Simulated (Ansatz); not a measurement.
## Ansatz (development build ahead of 0.2.0) run

```yaml
crystal:
  periodic: [false, false, false]
  atoms:
    - { symbol: C, position_ang: [-0.02091, 0.02014, -0.77105] }
    - { symbol: O, position_ang: [-0.04796, -0.04613, 0.91286] }
    - { symbol: H, position_ang: [-0.01472, -1.22581, -1.22663] }
    - { symbol: H, position_ang: [-1.0516, 0.53137, -1.24175] }
    - { symbol: H, position_ang: [1.08112, 0.56085, -1.34969] }
    - { symbol: H, position_ang: [-0.01622, 1.04938, 1.3258] }
basis:
  gaussian: { orbitals: "6-31G" }
hamiltonian:
  xc: hf
```

The input is written out in the form of the current development build from the run's settings.

Output:

```
Converged                       : yes
Total energy                    : -114.84959 hartree
Spin squared of the determinant : 0.000
```

Caution: stretched shape with no unrestricted run beside it, a lower state can exist.
